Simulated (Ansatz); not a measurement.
# C₂H₃F: basis-set convergence

One table from this session's results is given with a row withheld; the runs are named, their logs left out.

Computed with Ansatz 0.2.0, Gaussian basis. Level: one geometry, several basis sets.

Levels to be run: PBE0-D4/def2-SVP; ωB97M-V/def2-SVP; PBE0-D4/def2-QZVPP; ωB97M-V/def2-QZVPP; the functionals' def2-TZVPP values are taken from earlier runs.

1 further run of the same task is left out (it didn't finish).

## The geometry

An earlier PBE0-D4 in a triple-zeta def2 set relaxation fixed the geometry.

SMILES `C=CF`, 6 atoms, charge 0, spin multiplicity 1.

Atoms are counted from 1 here; the program's logs count them from 0.

Bond lengths: C1–C2 1.317 Å, C1–H4 1.082 Å, C1–H5 1.081 Å, C2–F3 1.336 Å, C2–H6 1.084 Å. Angles: C2–C1–H4 121.6°, C2–C1–H5 119.2°, H4–C1–H5 119.2°, C1–C2–F3 122.3°, C1–C2–H6 125.7°, F3–C2–H6 112.0°.

Set-up of the first run:

Input file in.yaml:

```yaml
crystal:
  periodic: [false, false, false]
  atoms:
    - {symbol: C, position_ang: [-0.536249, 0.076426, -0.442795]}
    - {symbol: C, position_ang: [0.489963, -0.016330, 0.376644]}
    - {symbol: F, position_ang: [0.966250, -1.192383, 0.795539]}
    - {symbol: H, position_ang: [-1.043892, -0.803264, -0.816634]}
    - {symbol: H, position_ang: [-0.880191, 1.054139, -0.749709]}
    - {symbol: H, position_ang: [1.046120, 0.817412, 0.790654]}
basis:
  gaussian: {orbitals: def2-SVP}
hamiltonian: {xc: pbe0, dispersion: d4}
output: {orbitals: {seedname: orbitals}}
```

Steps of the session up to this table: PBE0-D4 in def2-SVP; ωB97M-V in def2-SVP; PBE0-D4 in def2-QZVPP; ωB97M-V in def2-QZVPP.

One table of the session follows, with a row left open; its other results are not shown here.

It belongs to the step «Density functionals: the series». 

| functional | basis | HOMO (eV) | LUMO (eV) |
| --- | --- | --- | --- |
| PBE0-D4 | def2-SVP | -7.64 | 0.54 |
| PBE0-D4 | def2-TZVPP | -7.75 | 0.26 |
| PBE0-D4 | def2-QZVPP | ? | ? |
| ωB97M-V | def2-SVP | -9.92 | 2.85 |
| ωB97M-V | def2-TZVPP | -10.05 | 2.43 |
| ωB97M-V | def2-QZVPP | -10.08 | 2.22 |

Q: Estimate the row for PBE0-D4, def2-QZVPP from the others.

**Answer.** HOMO (eV): -7.78; LUMO (eV): 0.16. In the column «HOMO (eV)» it lies between ωB97M-V, def2-SVP (-9.92) and PBE0-D4, def2-TZVPP (-7.75).
